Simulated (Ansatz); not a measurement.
in.yaml

```yaml
crystal:
  periodic: [false, false, false]
  atoms:
    - {symbol: N, position_ang: [0.012007, -0.012020, 0.012115]}
    - {symbol: H, position_ang: [0.602350, 0.580282, 0.602329]}
    - {symbol: H, position_ang: [-0.580914, -0.600266, 0.603799]}
    - {symbol: H, position_ang: [-0.791861, 0.792688, -0.798965]}
    - {symbol: H, position_ang: [0.603568, -0.605673, -0.575516]}
basis:
  gaussian: {orbitals: 6-31G}
total_charge: 1
correlation: {method: fic_mrcisd_q, electrons: outside_noble_gas, active_space: {window: {electrons: 8, orbitals: 8}, shells: [{species: H, l: s, shell: 1}, {species: "N", l: s, shell: 2}, {species: "N", l: p, shell: 2}]}}
```

```sh
$ ansatz run in.yaml --threads 1 --pin off --events-out ev --progress --plain --max-ram 2393MiB
```

Log:

```
399 factors; integrals over basis functions are off by at most 1.9e-7 eV
mean field evaluation 1: about -1532.0371 eV, gradient 4.5e1 eV
mean field evaluation 2: about -1532.0344 eV, gradient 4.5e1 eV
mean field evaluation 4: about -1536.1730 eV, gradient 1.3e0 eV
mean field evaluation 8: about -1536.1806 eV, gradient 4.4e-4 eV
mean field -1536.18057265 eV, -56.4535947844 hartree, gradient 3.2e-6 eV, S^2 0.000000; 0 other end points of the search recorded, 0 dependent functions left out
reference -1536.18057265 eV, -56.4535947844 hartree; 5, 5 occupied and 12, 12 virtual orbitals, 399 factors
state -1539.43201810 eV, -56.5730832005 hartree
contracted CI cycle   1: correlation 0.00000000 eV, 0.0000000000 hartree, residual 7.28e0 eV
contracted CI cycle   2: correlation -0.71152769 eV, -0.0261481602 hartree, residual 1.47e0 eV
contracted CI cycle   3: correlation -0.73975943 eV, -0.0271856576 hartree, residual 2.42e-1 eV
contracted CI cycle   4: correlation -0.74046131 eV, -0.0272114513 hartree, residual 4.77e-2 eV
contracted CI cycle   5: correlation -0.74048934 eV, -0.0272124813 hartree, residual 8.76e-3 eV
contracted CI cycle   6: correlation -0.74049020 eV, -0.0272125131 hartree, residual 1.65e-3 eV
contracted CI cycle   7: correlation -0.74049024 eV, -0.0272125142 hartree, residual 3.05e-4 eV
state -1539.43201810 eV, -56.5730832005 hartree; corrected -1540.18077953 eV, -56.6005996757 hartree
Total energy: -1540.18077953 eV, -56.6005996757 hartree
Checks for a lower state left out: starts, orbital_swaps
```

Natural occupations: 1.9837 1.9755 1.9755 1.9514 0.0481 0.0232 0.0232 0.0193.

For the same geometry and basis full CI lies 1.4 meV lower.

Ran on 1 thread of Arm Neoverse V2, shared host: 2.3 s wall, 0.18 GiB peak host memory.
